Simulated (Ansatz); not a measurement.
**Relative stability**

Two relaxed structures of C$_{2}$HO (charge -1), singlet (PBE0-D4/def2-TZVPD; forces vanish, vibrations not checked).

A:

```
4
angstrom
C 0.0458 0.7226 -0.1510
C 0.1344 -0.4604 0.2629
O 0.3266 -1.5540 0.7580
H -0.5068 1.2917 -0.8698
```

B:

```xyz
4
angstrom
C 0.0720 0.6963 -0.0018
C 0.1644 -0.5099 0.2654
O 0.2555 -1.8417 0.5221
H 0.5184 -1.9320 1.4418
```

Ansatz 0.2.0; basis: def2-TZVPPD; cores frozen in the correlated methods. B3LYP uses VWN-RPA correlation.

Question: Which structure is lower at CCSD(T), and by how much? (To be estimated.)

Answer: By the calculation: A, by 201.0 kJ/mol (electronic energy, against the other). By their contacts, A is C₂HO ([CH][C][O]), total charge -1 and B is C₂HO ([C][C][OH]), total charge -1.

All methods give the same order:

| method | E(B) − E(A) (kJ/mol) |
| --- | --- |
| PBE-D4 | 228.6 |
| r2SCAN-D4 | 230.1 |
| PBE0-D4 | 221.7 |
| B3LYP-D4 | 221.1 |
| wB97M-V | 204.1 |
| HF | 195.5 |
| MP2 | 213.7 |
| CCSD | 196.2 |
| CCSD(T) | 201.0 |

The T1 diagnostic stays at or below 0.019.

Labels in which every atom is bracketed show which atoms are joined, not bond orders.

For scale, one of the runs: CCSD(T)/def2-TZVPPD, 131 basis functions, launched by `ansatz run in.yaml --threads 2 --pin off --events-out ev --progress --plain --max-ram 4352MiB`. The run took about 3.1 s on 2 CPU threads of an Arm Neoverse V2 (shared host).
